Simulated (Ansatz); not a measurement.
# C₃H₅N: up Jacob's ladder to CCSD(T)

An exercise on one series of results from a longer session: the logs are not shown, and one member is left open.

The runs use Ansatz 0.2.0, Gaussian basis; functionals in def2-TZVPP, the program's frozen cores in correlated methods.

The runs, in order: LDA (SPW92), PBE-D4, revPBE-D4, BLYP-D4, r2SCAN-D4, B97M-V, PBE0-D4, B3LYP-D4, r2SCANh-D4, r2SCAN0-D4, HSE06-D4, BHLYP-D4, CAM-B3LYP-D4, LC-ωPBE, ωB97X-V, ωB97M-V, B2PLYP, PBE-QIDH; CCSD(T)/def2-SVP; CCSD(T)/def2-TZVPP; MP2/def2-QZVPP; extrapolation to the limit; RPA on PBE.

### Structure used throughout

The geometry comes from an earlier relaxation with PBE0-D4 in a triple-zeta def2 set; it is a stationary point, not always the lowest conformer.

SMILES `C1=NCC1`, 9 atoms, charge 0, spin multiplicity 1.

Atoms are counted from 1 here; the program's logs count them from 0.

Bond lengths: C1–N2 1.280 Å, C1–C4 1.496 Å, C1–H5 1.090 Å, N2–C3 1.485 Å, C3–C4 1.548 Å, C3–H6 1.092 Å, C3–H7 1.092 Å, C4–H8 1.092 Å, C4–H9 1.092 Å. Angles: N2–C1–C4 99.8°, N2–C1–H5 126.2°, C4–C1–H5 133.9°, C1–N2–C3 90.5°, N2–C3–C4 89.1°, N2–C3–H6 112.6°, N2–C3–H7 112.6°, C4–C3–H6 116.0°, C4–C3–H7 116.0°, H6–C3–H7 109.2°, C1–C4–C3 80.6°, C1–C4–H8 116.2°, C1–C4–H9 116.2°, C3–C4–H8 116.3°, C3–C4–H9 116.3°, H8–C4–H9 109.1°.

The first run:

Input file in.yaml:

```yaml
crystal:
  periodic: [false, false, false]
  atoms:
    - {symbol: C, position_ang: [-0.740215, 0.500129, -0.709207]}
    - {symbol: N, position_ang: [0.435168, 0.982389, -0.862558]}
    - {symbol: C, position_ang: [0.959308, 0.070522, 0.185099]}
    - {symbol: C, position_ang: [-0.465702, -0.506080, 0.363040]}
    - {symbol: H, position_ang: [-1.635600, 0.800122, -1.253347]}
    - {symbol: H, position_ang: [1.711805, -0.621493, -0.198923]}
    - {symbol: H, position_ang: [1.369265, 0.608132, 1.042715]}
    - {symbol: H, position_ang: [-0.601624, -1.554322, 0.087721]}
    - {symbol: H, position_ang: [-0.943907, -0.325599, 1.328358]}
basis:
  gaussian: {orbitals: def2-TZVPP}
hamiltonian: {xc: lda}
output: {orbitals: {seedname: orbitals}}
```

Command:

```
$ ansatz run in.yaml --threads 2 --pin off --events-out ev --progress --plain --max-ram 4352MiB
```

Among the steps run: LDA; PBE-D4 (GGA); revPBE-D4 (GGA); BLYP-D4 (GGA); r2SCAN-D4 (meta-GGA); B97M-V (meta-GGA); B3LYP-D4 (hybrid); r2SCANh-D4 (hybrid); r2SCAN0-D4 (hybrid); HSE06-D4 (hybrid); BHLYP-D4 (hybrid); CAM-B3LYP-D4 (range-separated); LC-ωPBE (range-separated); ωB97X-V (range-separated); ωB97M-V (range-separated); B2PLYP (double hybrid); PBE-QIDH (double hybrid).

One table of the session follows, with a row left open; its other results are not shown here.

It belongs to the step «Orbital energies across the functionals». 

```
  functional  HOMO (eV)  gap (eV)
 LDA (SPW92)      -6.05      4.58
      PBE-D4          ?         ?
   revPBE-D4      -5.90      4.73
     BLYP-D4      -5.86      4.72
   r2SCAN-D4      -6.24      5.21
      B97M-V      -6.42      5.48
     PBE0-D4      -7.47      7.36
    B3LYP-D4      -7.24      6.85
  r2SCANh-D4      -6.81      6.20
  r2SCAN0-D4      -7.67      7.68
    HSE06-D4      -7.07      6.56
    BHLYP-D4      -8.94     10.04
CAM-B3LYP-D4      -8.95     10.04
     LC-ωPBE     -10.31     12.65
     ωB97X-V      -9.96     12.21
     ωB97M-V      -9.89     12.04
```

Estimate the missing values for PBE-D4.

The run gave: HOMO (eV): -5.94; gap (eV): 4.69. In the column «HOMO (eV)» it lies between LDA (SPW92) (-6.05) and revPBE-D4 (-5.90).
